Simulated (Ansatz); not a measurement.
# C₂H₄N− (SMILES C=[C-]N): single points off equilibrium

An exercise on one series of results from a longer session: the logs are not shown, and one member is left open.

Method: single points in def2-TZVPPD; program: Ansatz 0.2.0, Gaussian basis.

Correlated methods freeze the cores.

**The starting structure**

SMILES `C=[C-]N`, 7 atoms, charge -1, spin multiplicity 1.

Atoms are counted from 1 here; the program's logs count them from 0.

Bond lengths: C1–C2 1.343 Å, C1–H4 1.138 Å, C1–H5 1.170 Å, C2–N3 1.482 Å, N3–H6 1.061 Å, N3–H7 1.034 Å. Angles: C2–C1–H4 125.6°, C2–C1–H5 124.7°, H4–C1–H5 108.9°, C1–C2–N3 113.9°, C2–N3–H6 112.3°, C2–N3–H7 103.2°, H6–N3–H7 111.7°.

Geometry (Å):

```xyz
7

C    -0.9745    0.1084   -0.5484
C     0.0168   -0.7787   -0.3654
N     1.2311   -0.2007    0.2563
H    -1.9676   -0.1046   -1.0613
H    -1.0251    1.1644   -0.0465
H     1.0390    0.7325    0.7236
H     1.5106   -0.9215    0.9429
```

Set-up of the first run:

The input, run/in.yaml:

```yaml
crystal:
  periodic: [false, false, false]
  atoms:
    - {symbol: C, position_ang: [-0.974500, 0.108400, -0.548400]}
    - {symbol: C, position_ang: [0.016800, -0.778700, -0.365400]}
    - {symbol: N, position_ang: [1.231100, -0.200700, 0.256300]}
    - {symbol: H, position_ang: [-1.967600, -0.104600, -1.061300]}
    - {symbol: H, position_ang: [-1.025100, 1.164400, -0.046500]}
    - {symbol: H, position_ang: [1.039000, 0.732500, 0.723600]}
    - {symbol: H, position_ang: [1.510600, -0.921500, 0.942900]}
basis:
  gaussian: {orbitals: "def2-TZVPPD.json"}
total_charge: -1
correlation: {method: ccsd_t}
output: {forces: true}
```

The basis file named in the input lies beside it (Basis Set Exchange, JSON).

No record of the launch command was kept for these runs.

Steps of the session up to this table: CCSD(T)/def2-TZVPPD; PBE0-D4/def2-TZVPPD; wB97M-V/def2-TZVPPD; r2SCAN-D4/def2-TZVPPD; PBE-D4/def2-TZVPPD; r2SCANh-D4/def2-TZVPPD; wB97X-V/def2-TZVPPD.

One table of the session follows, with a row left open; its other results are not shown here.

```
    method  RMS force component (eV/Å)  angle to CCSD(T) forces (°)
   CCSD(T)                       0.869                    reference
   PBE0-D4                           ?                            ?
   wB97M-V                       0.837                         13.4
 r2SCAN-D4                       0.796                         14.8
    PBE-D4                       0.741                         17.6
r2SCANh-D4                       0.832                         16.1
   wB97X-V                       0.842                         10.6
```

Q: Estimate the row for PBE0-D4 from the others.

The run gave: RMS force component (eV/Å): 0.841; angle to CCSD(T) forces (°): 17.4. In the column «RMS force component (eV/Å)» it lies between wB97M-V (0.837) and wB97X-V (0.842).

To keep in mind: The anion's highest level is positive in at least one run, so there the basis alone may hold the extra electron.
